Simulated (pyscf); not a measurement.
Optimised with ωB97X-D3(BJ)/def2-SVP in PySCF. MP2 and CC: frozen core, UHF for open shells. ΔMP2 is the change of the MP2 total energy from the triple- to the quadruple-zeta basis.

Task: Estimate by transition-state theory (the high-pressure limit) the rate constant of H₂N–GaH₂ (SMILES [NH2][GaH2]) -> NH₃ (SMILES N) + GaH (SMILES [GaH]) [singlet] (singlet surface; Ga–N, Ga–H broken, H–N formed) at 900 K, with CCSD(T)/def2-TZVPP + ΔMP2(QZVPP) energies (ideal gas, 1 atm, RRHO with modes under 100 cm⁻¹ raised to 100, one conformer, R ln 2 for rigid chiral ones; no tunnelling).

Result: The electronic barrier is 64.9 kcal/mol and the thermal terms add -3.0, so ΔG‡ = 61.9 kcal/mol. With k_BT/h = 1.88e+13 s⁻¹ and RT = 1.788 kcal/mol, k = 1.8e-02 s⁻¹; so small a molecule is far into fall-off at 1 atm, where the true rate is lower. Wigner's tunnelling factor for 1545i cm⁻¹ would be 1.25. A shift of 1 kcal/mol in the barrier changes k by a factor 1.7. On the product side the descent ends in a bound adduct, 13.7 kcal/mol under the separated species and 50.5 kcal/mol under the saddle at ωB97X-D3(BJ)/def2-TZVP. At ωB97X-D3(BJ) the barrier from the zero used here is 69.2 kcal/mol. This is the saddle that the search found; another between the same sides may lie lower. The CCSD(T) − MP2 part came from Ansatz, without density fitting, on the same reference. The frozen core leaves the outer d or s,p core shells of the metals and heavy elements correlated in the MP2 and CC values, and def2-TZVPP describes them poorly, which can shift differences by a few kcal/mol. Elements up to Kr have no core potential and no relativistic terms here.
